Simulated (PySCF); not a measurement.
These are ωB97X-D3(BJ)/def2-TZVP // B3LYP-D3(BJ)/def2-TZVP in PySCF 2.14.0 values and carry that method's errors. Gas-phase values, no solvent. One relaxed conformer stands for a flexible species; it need not be the lowest. Excitations are Tamm–Dancoff values on a coarser integration grid. The basis has no diffuse functions, so Rydberg states are missing or too high.

Reference species (SMILES): `C#C` (neutral, multiplicity 1).

```yaml
S1 excitation (TDA): 6.78 eV
HOMO: -10.96 eV
S1 oscillator strength: 0.000
```

Changed species: `C#CCO` (X = hydroxymethyl; the reference has X = H).

Q: Predict the effect on the S1 excitation (TDA), HOMO and S1 oscillator strength.

A: the S1 excitation (TDA) decreases by 0.39 eV, to 6.39 eV; the HOMO increases by 0.56 eV, to -10.40 eV; the S1 oscillator strength hardly moves.
